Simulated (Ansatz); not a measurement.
C2H3FN2, relaxed with RKS PBE-D4/def2-SVP in the Gaussian-basis code of Ansatz from a rough embedded geometry. The force threshold is 0.03 eV/Å; the program also tests the step.

The species carries charge 0 and has multiplicity 1. The bonds changed during the relaxation, so this is another structure than the one it started from.

Start:

```xyz
8

N    -1.043    0.344   -0.451
C    -0.190   -0.069    0.463
C     1.075    0.263    0.808
F     1.719    1.076    0.133
N     0.752   -1.039    0.441
H    -1.583   -0.355   -0.881
H    -1.751    1.002   -0.016
H     1.021   -1.222   -0.498
```

```tsv
step	energy (eV)	largest force (eV/Å)	largest move (Å)
1	-7799.5784	6.786	0.000
2	-7800.6982	2.230	0.193
3	-7801.0813	1.121	0.194
4	-7801.2557	0.816	0.200
5	-7801.2972	0.584	0.103
6	-7801.3099	0.281	0.041
7 (rejected)	-7801.2884	1.043	0.071
8	-7801.3165	0.220	0.030
9	-7801.3215	0.376	0.059
10	-7801.3302	0.609	0.129
11	-7801.3419	0.477	0.025
14	-7801.4002	0.368	0.098
17	-7801.4213	0.232	0.034
20 (rejected)	-7801.4470	1.870	0.198
23	-7801.7928	1.792	0.148
26	-7801.9927	0.375	0.098
29	-7802.0627	0.612	0.113
32	-7802.1629	0.834	0.096
35	-7802.5749	1.480	0.195
38	-7802.8486	0.544	0.089
41	-7802.9329	0.735	0.120
44	-7802.9978	0.314	0.074
47	-7803.0055	0.060	0.007
48	-7803.0056	0.019	0.010
```

End:

```xyz
8

N    -1.445    0.309   -0.118
C    -0.596    0.175    0.865
C     0.776   -0.013    0.379
F     1.692    0.676    1.110
N     1.086   -0.821   -0.558
H    -2.454    0.350    0.062
H    -1.170    0.280   -1.123
H     2.110   -0.956   -0.617
```

Run time 52 s (2 threads of an Arm Neoverse V2 on a shared host); peak host memory 0.15 GiB.
